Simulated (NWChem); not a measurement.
System: C₄H₆; SMILES C(#CC)C

Program: NWChem. All runs use the structure optimised with PBE0/def2-SVP. Level: PBE0/def2-SVP with SMD (1 M gas to 1 M solution), gas-phase geometry.

Problem. What does the run give for solvent water? Quantities: solvation free energy (kcal/mol); cavity-dispersion-structure term (kcal/mol).

Solution. solvation free energy (kcal/mol): -0.8
cavity-dispersion-structure term (kcal/mol): 3.3
